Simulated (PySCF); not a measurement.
**Carbon: a sound run and one with changed settings**

Sound run: C [He] 2s2 2p2, C⁺ [He] 2s2 2p1. Computed with PySCF 2.14 in x2c-SVPall, with the spin-free X2C one-electron Hamiltonian (Gaussian nucleus). In the sound run the correlated levels freeze 1s2. The sound run starts from symmetry-adapted Hartree-Fock orbitals and uses a fine grid where one is needed.

Changed run: a valence shell is frozen. This setting is unsound on purpose.

```csv
species,method,sound run (hartree),changed run (hartree),converged
C,MP2,-37.71013,-37.66538,yes
C,CCSD(T),-37.73021,-37.66722,yes
```

Ionisation energy of C:

```json
{"method": "UHF", "sound run (eV)": "10.908", "changed run (eV)": "10.908"}
{"method": "MP2", "sound run (eV)": "11.134", "changed run (eV)": "11.054"}
{"method": "SCS-MP2", "sound run (eV)": "11.023", "changed run (eV)": "10.957"}
{"method": "CCSD", "sound run (eV)": "10.977", "changed run (eV)": "11.104"}
{"method": "CCSD(T)", "sound run (eV)": "10.985", "changed run (eV)": "11.104"}
{"method": "CCSDT", "sound run (eV)": "n/a", "changed run (eV)": "11.104"}
{"method": "FCI", "sound run (eV)": "n/a", "changed run (eV)": "11.104"}
```

Freezing a valence shell removes pair correlation that changes on ionisation.

For comparison, NIST gives 11.260 eV between the lowest levels.
